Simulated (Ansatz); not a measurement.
How methods differ on AlH3S (SMILES [AlH2][SH])

AlH3S has 5 atoms, charge 0, and is taken as a singlet. As SMILES, `[AlH2][SH]`. Geometry: relaxed at PBE0-D4/def2-TZVP.

```csv
atom,x (Å),y (Å),z (Å)
Al,-0.6161,-0.0642,-0.1817
S,1.1291,-0.3431,1.0966
H,-1.9817,-0.6501,0.3511
H,-0.4411,0.6960,-1.5564
H,1.9597,0.2878,0.2490
```

Each level gives the energy change with the Al1–H3 bond stretched from 1.579 to 3.157 Å (eV). The values are calculated.

| level | kind | program | value (eV) | less FCI/STO-3G | CPU time (all runs) |
| --- | --- | --- | --- | --- | --- |
| HF/STO-3G (restricted) | Hartree–Fock | Ansatz | 8.15 | +3.27 | 0.24 s |
| SVWN5/STO-3G (restricted) | LDA | Ansatz | 5.90 | +1.02 | 1.6 s |
| PBE/STO-3G (restricted) | GGA | Ansatz | 5.70 | +0.82 | 2.5 s |
| revPBE/STO-3G (restricted) | GGA | Ansatz | 5.62 | +0.74 | 2.4 s |
| r2SCAN/STO-3G (restricted) | meta-GGA | Ansatz | 6.07 | +1.19 | 6 s |
| PBE0/STO-3G (restricted) | global hybrid | Ansatz | 6.41 | +1.53 | 2.3 s |
| RPA@PBE/STO-3G (restricted) | RPA | Ansatz | 5.46 | +0.58 | 3.7 s |
| MP2/STO-3G (restricted) | perturbation theory | Ansatz | 6.36 | +1.48 | 0.31 s |
| BCCD(T)/STO-3G (restricted) | coupled cluster or CI | Ansatz | 4.87 | -0.01 | 0.45 s |
| FCI/STO-3G | exact in the basis | Ansatz | 4.88 | 0.00 | 2.4 s |

FCI/STO-3G is exact within its basis and frozen core, so for wave-function methods in that basis the difference is their error; functionals converge differently with the basis, so for them it is only a difference. Spin-restricted single references rise too steeply as a bond breaks, Hartree–Fock most of all. Perturbation and coupled-cluster corrections on them can overshoot downwards. The first shape isn't each level's own minimum. The values span 4.87 to 8.15 eV. All rows use very small basis sets, so even the best lies far from the true value. CPU times are rough (shared hosts, several kinds of processor): they show what a rung costs within a factor of a few.
